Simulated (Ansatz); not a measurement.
Input file for C₃H₃NO, SMILES `C=C1N=C1O`:

```yaml
crystal:
  periodic: [false, false, false]
  atoms:
    - {symbol: C, position_ang: [0.040072, 1.671160, 0.044300]}
    - {symbol: C, position_ang: [0.206568, 0.365362, 0.028048]}
    - {symbol: N, position_ang: [1.178438, -0.717622, 0.119343]}
    - {symbol: C, position_ang: [-0.056023, -0.985386, -0.043351]}
    - {symbol: O, position_ang: [-0.865087, -1.999310, -0.173731]}
    - {symbol: H, position_ang: [0.886100, 2.333595, 0.169542]}
    - {symbol: H, position_ang: [-0.948428, 2.094287, -0.067906]}
    - {symbol: H, position_ang: [-0.349437, -2.819183, -0.132144]}
basis:
  gaussian: {orbitals: def2-SVP}
correlation: {method: ccsd_t}
```

```sh
$ ansatz run in.yaml --threads 2 --pin off --events-out ev --progress --plain --max-ram 4352MiB
```

The program prints (abridged):

```
Functional definition: HF
864 factors; integrals over basis functions are off by at most 1.6e-3 eV
mean field evaluation 1: about -6646.4113 eV, gradient 3.5e1 eV
mean field evaluation 2: about -6646.4202 eV, gradient 3.5e1 eV
mean field evaluation 4: about -6649.4003 eV, gradient 4.0e0 eV
mean field evaluation 8: about -6649.4562 eV, gradient 1.7e-1 eV
mean field evaluation 16: about -6649.4411 eV, gradient 1.4e0 eV
mean field -6649.45633775 eV, -244.3630132489 hartree, gradient 1.3e-6 eV, S^2 0.000000; 0 other end points of the search recorded, 0 dependent functions left out; unrestricted orbitals would lower it
5 core orbitals not correlated: weight in the atoms' cores, before any rotation towards them, 1.000 or more for the frozen orbitals, at most 0.000 for the correlated occupied ones
reference -6649.45633775 eV, -244.3630132489 hartree; 13, 13 occupied and 67, 67 virtual orbitals, 864 factors
second order -19.75868939 eV of doubles, -0.00000000 eV of singles
cycle   1  -19.70386779 eV  change    5.5e-2 eV  update   1.1e-1
cycle   2  -20.25345574 eV  change   -5.5e-1 eV  update   3.4e-2
cycle   3  -20.39548302 eV  change   -1.4e-1 eV  update   1.7e-2
cycle   4  -20.38996424 eV  change    5.5e-3 eV  update   4.4e-3
cycle   5  -20.39098341 eV  change   -1.0e-3 eV  update   2.1e-3
cycle   6  -20.39192297 eV  change   -9.4e-4 eV  update   6.6e-4
cycle   7  -20.39151132 eV  change    4.1e-4 eV  update   3.6e-4
cycle   8  -20.39149370 eV  change    1.8e-5 eV  update   1.2e-4
cycle   9  -20.39152136 eV  change   -2.8e-5 eV  update   5.7e-5
cycle  10  -20.39151038 eV  change    1.1e-5 eV  update   1.9e-5
perturbative correction -0.79815978 eV, -0.0293318308 hartree
Total energy: -6670.64600790 eV, -245.1417192642 hartree
```

Run time 7 s (2 threads of an Arm Neoverse N1 on a shared host); peak host memory 0.3 GiB.

MP2 recovers 93.2 % of the CCSD(T) correlation energy and the triples give 3.8 %; T1 = 0.0138.
